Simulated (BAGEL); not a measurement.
**triplet CH8BN at 3 levels**

Aim: a comparison of 3 runs (ROHF/6-31G*, UHF/6-31G*, ROHF/cc-pVDZ) of triplet CH8BN. 

The results are computed with BAGEL 1.2.2.

**1. The system as given**

CH8BN: 11 atoms, total charge 0, spin state triplet. As SMILES of the parent species, `[BH3-][NH2+]C`. Geometry: relaxed at PBE0-D4/def2-TZVP. That shape belongs to the parent species and isn't relaxed for this state.

Bond lengths: B1–N2 1.626 Å, N2–C3 1.469 Å, B1–H4 1.214 Å, B1–H5 1.214 Å, B1–H6 1.214 Å, N2–H7 1.016 Å, N2–H8 1.016 Å, C3–H9 1.089 Å, C3–H10 1.089 Å, C3–H11 1.092 Å. Some angles: B1–N2–C3 114.0°, B1–N2–H7 108.2°, B1–N2–H8 108.2°, C3–N2–H7 109.9°, C3–N2–H8 109.9°, N2–B1–H4 105.5°, N2–B1–H5 105.4°, N2–B1–H6 105.4°, N2–C3–H9 108.2°, N2–C3–H10 108.2°.

**2. A single-point energy at ROHF/6-31G(d) (density fitting with qzvpp-jkfit, spherical functions) (run 1)**

job.json reads:

```json
{ "bagel": [

{
  "title": "molecule",
  "basis": "6-31gs.json",
  "df_basis": "qzvpp-jkfit",
  "angstrom": "true",
  "geometry": [
    { "atom": "B", "xyz": [      -0.828400,       1.032000,      -0.205100 ] },
    { "atom": "N", "xyz": [      -0.349500,      -0.497500,       0.070800 ] },
    { "atom": "C", "xyz": [       1.107800,      -0.661100,       0.155200 ] },
    { "atom": "H", "xyz": [      -2.040900,       0.991000,      -0.245400 ] },
    { "atom": "H", "xyz": [      -0.325100,       1.341700,      -1.265700 ] },
    { "atom": "H", "xyz": [      -0.402900,       1.677500,       0.731200 ] },
    { "atom": "H", "xyz": [      -0.783500,      -0.815200,       0.932300 ] },
    { "atom": "H", "xyz": [      -0.721000,      -1.084700,      -0.669900 ] },
    { "atom": "H", "xyz": [       1.475700,      -0.024100,       0.957600 ] },
    { "atom": "H", "xyz": [       1.543500,      -0.317100,      -0.781300 ] },
    { "atom": "H", "xyz": [       1.389800,      -1.699400,       0.341100 ] }
  ]
},

{
  "title": "rohf",
  "nopen": 2
},

{
  "title": "print",
  "file": "orbitals.molden",
  "orbitals": "true"
}

]}
```

The basis set 6-31G* is read from a file made from the Basis Set Exchange's data (not shown).

On the command line:

```sh
$ BAGEL_NUM_THREADS=1 BAGEL job.json > job.out
```

Log:

```text
* using 1 threads per process

  ===============================================================
  ===============================================================

  *** Geometry ***

  { "atom" : "B", "xyz" : [     -1.565449,      1.950197,     -0.387583 ] },
  { "atom" : "N", "xyz" : [     -0.660459,     -0.940139,      0.133793 ] },
  { "atom" : "C", "xyz" : [      2.093439,     -1.249298,      0.293285 ] },
[... 7 lines of this table left out ...]
  { "atom" : "H", "xyz" : [      2.626341,     -3.211401,      0.644586 ] },

  Number of auxiliary basis functions:      371

  Since a DF basis is specified, we compute 2- and 3-index integrals:
    o Being stored without compression. Storage requirement is 0.010 GB

  Number of basis functions:       58
  Number of electrons      :       26

    * METHOD: MOLECULE                             0.11

  *** Open-shell HF ***

  === Nuclear Repulsion ===
    82.5263500521

      * DIIS with orbital gradients will be used.

  === ROHF iteration (6-31gs.json) ===
      0       -121.16720447          0.04154386           0.03
      1       -121.27036253          0.02229783           0.04
      2       -121.29287303          0.01291639           0.04
[... 36 lines of this table left out ...]
     39       -121.30503841          0.00000001           0.04
    * SCF iteration converged.

    * S^2 (ROHF) is 2.0000

    * Permanent dipole moment:
           (   -0.725999,    -0.383827,     0.036534) a.u.

    * METHOD: ROHF                                 1.61

    * METHOD: PRINT                                0.01

  ===============================================================
```

Run time: 2 s. Hardware: 1 thread of Intel Xeon Platinum 8488C (Sapphire Rapids), shared host; peak memory 0.08 GiB.

**3. The energy at UHF/6-31G(d) (density fitting with qzvpp-jkfit, spherical functions) (run 2)**

job.json reads:

```json
{ "bagel": [

{
  "title": "molecule",
  "basis": "6-31gs.json",
  "df_basis": "qzvpp-jkfit",
  "angstrom": "true",
  "geometry": [
    { "atom": "B", "xyz": [   -0.828400,    1.032000,   -0.205100 ] },
    { "atom": "N", "xyz": [   -0.349500,   -0.497500,    0.070800 ] },
    { "atom": "C", "xyz": [    1.107800,   -0.661100,    0.155200 ] },
    { "atom": "H", "xyz": [   -2.040900,    0.991000,   -0.245400 ] },
    { "atom": "H", "xyz": [   -0.325100,    1.341700,   -1.265700 ] },
    { "atom": "H", "xyz": [   -0.402900,    1.677500,    0.731200 ] },
    { "atom": "H", "xyz": [   -0.783500,   -0.815200,    0.932300 ] },
    { "atom": "H", "xyz": [   -0.721000,   -1.084700,   -0.669900 ] },
    { "atom": "H", "xyz": [    1.475700,   -0.024100,    0.957600 ] },
    { "atom": "H", "xyz": [    1.543500,   -0.317100,   -0.781300 ] },
    { "atom": "H", "xyz": [    1.389800,   -1.699400,    0.341100 ] }
  ]
},
{ "title": "uhf", "nopen": 2 },
{ "title": "print", "file": "orbitals.molden", "orbitals": "true" }

]}
```

The basis set 6-31G* is read from a file made from the Basis Set Exchange's data (not shown).

On the command line:

```sh
$ BAGEL_NUM_THREADS=1 BAGEL job.json > job.out
```

Log:

```text
* using 1 threads per process

  ===============================================================
  ===============================================================

  *** Geometry ***

  { "atom" : "B", "xyz" : [     -1.565449,      1.950197,     -0.387583 ] },
  { "atom" : "N", "xyz" : [     -0.660459,     -0.940139,      0.133793 ] },
  { "atom" : "C", "xyz" : [      2.093439,     -1.249298,      0.293285 ] },
[... 7 lines of this table left out ...]
  { "atom" : "H", "xyz" : [      2.626341,     -3.211401,      0.644586 ] },

  Number of auxiliary basis functions:      371

  Since a DF basis is specified, we compute 2- and 3-index integrals:
    o Being stored without compression. Storage requirement is 0.010 GB

  Number of basis functions:       58
  Number of electrons      :       26

    * METHOD: MOLECULE                             0.12

  *** Open-shell HF ***

  === Nuclear Repulsion ===
    82.5263500521

      * DIIS with orbital gradients will be used.

  === UHF iteration (6-31gs.json) ===
      0       -121.16720447          0.04154386           0.04
      1       -121.27618118          0.02222521           0.03
      2       -121.30022529          0.01286480           0.04
[... 27 lines of this table left out ...]
     30       -121.31321655          0.00000001           0.03
    * SCF iteration converged.

    * S^2 (UHF) is 2.0257

    * Permanent dipole moment:
           (   -0.726471,    -0.481571,     0.053718) a.u.

    * METHOD: UHF                                  1.37

    * METHOD: PRINT                                0.01

  ===============================================================
```

Wall time 1.8 s (1 thread of Intel Xeon Platinum 8488C (Sapphire Rapids), shared host); peak memory 0.08 GiB.

**4. The energy at ROHF/cc-pVDZ (density fitting with qzvpp-jkfit) (run 3)**

hf.json reads:

```json
{ "bagel": [

{
  "title": "molecule",
  "basis": "cc-pvdz.json",
  "df_basis": "qzvpp-jkfit",
  "angstrom": true,
  "geometry": [
    { "atom": "B", "xyz": [   -0.828400,    1.032000,   -0.205100 ] },
    { "atom": "N", "xyz": [   -0.349500,   -0.497500,    0.070800 ] },
    { "atom": "C", "xyz": [    1.107800,   -0.661100,    0.155200 ] },
    { "atom": "H", "xyz": [   -2.040900,    0.991000,   -0.245400 ] },
    { "atom": "H", "xyz": [   -0.325100,    1.341700,   -1.265700 ] },
    { "atom": "H", "xyz": [   -0.402900,    1.677500,    0.731200 ] },
    { "atom": "H", "xyz": [   -0.783500,   -0.815200,    0.932300 ] },
    { "atom": "H", "xyz": [   -0.721000,   -1.084700,   -0.669900 ] },
    { "atom": "H", "xyz": [    1.475700,   -0.024100,    0.957600 ] },
    { "atom": "H", "xyz": [    1.543500,   -0.317100,   -0.781300 ] },
    { "atom": "H", "xyz": [    1.389800,   -1.699400,    0.341100 ] }
  ]
},
{ "title": "rohf", "nopen": 2 },
{ "title": "print", "file": "orbitals.molden", "orbitals": true }

]}
```

The basis set cc-pVDZ is read from a file made from the Basis Set Exchange's data (not shown).

On the command line:

```sh
$ BAGEL_NUM_THREADS=1 BAGEL hf.json > hf.out
```

Log:

```text
* using 1 threads per process

  ===============================================================
  ===============================================================

  *** Geometry ***

  { "atom" : "B", "xyz" : [     -1.565449,      1.950197,     -0.387583 ] },
  { "atom" : "N", "xyz" : [     -0.660459,     -0.940139,      0.133793 ] },
  { "atom" : "C", "xyz" : [      2.093439,     -1.249298,      0.293285 ] },
[... 7 lines of this table left out ...]
  { "atom" : "H", "xyz" : [      2.626341,     -3.211401,      0.644586 ] },

  Number of auxiliary basis functions:      371

  Since a DF basis is specified, we compute 2- and 3-index integrals:
    o Being stored without compression. Storage requirement is 0.020 GB

  Number of basis functions:       82
  Number of electrons      :       26

    * METHOD: MOLECULE                             0.15

  *** Open-shell HF ***

  === Nuclear Repulsion ===
    82.5263500521

      * DIIS with orbital gradients will be used.

  === ROHF iteration (cc-pvdz.json) ===
      0       -121.15830767          0.03092453           0.07
      1       -121.29740903          0.01937479           0.07
      2       -121.32754242          0.00988436           0.07
[... 30 lines of this table left out ...]
     33       -121.34330269          0.00000001           0.05
    * SCF iteration converged.

    * S^2 (ROHF) is 2.0000

    * Permanent dipole moment:
           (   -0.805071,    -0.579921,     0.066258) a.u.

    * METHOD: ROHF                                 2.27

    * METHOD: PRINT                                0.01

  ===============================================================
```

It took 2.7 s on 1 thread of Intel Xeon Platinum 8488C (Sapphire Rapids), shared host; peak memory 0.086 GiB.

**5. All runs side by side**

```
run                                                                level  energy (Eh)  dipole moment (D)   ⟨S²⟩  wall time
  1  ROHF/6-31G* (density fitting with qzvpp-jkfit, spherical functions)  -121.305038               2.09  2.000        2 s
  2   UHF/6-31G* (density fitting with qzvpp-jkfit, spherical functions)  -121.313217               2.22  2.026      1.8 s
  3                      ROHF/cc-pVDZ (density fitting with qzvpp-jkfit)  -121.343303               2.53  2.000      2.7 s
```

**6. Summary of results**

```
            quantity          value
 run 3: total energy  -121.34330 Eh
run 3: dipole moment         2.53 D
         run 3: ⟨S²⟩          2.000
```

In words: The dipole moment (its size) runs from 2.09 D (ROHF/6-31G*) to 2.53 D (ROHF/cc-pVDZ). All runs together took 6.5 s, the longest 2.7 s.
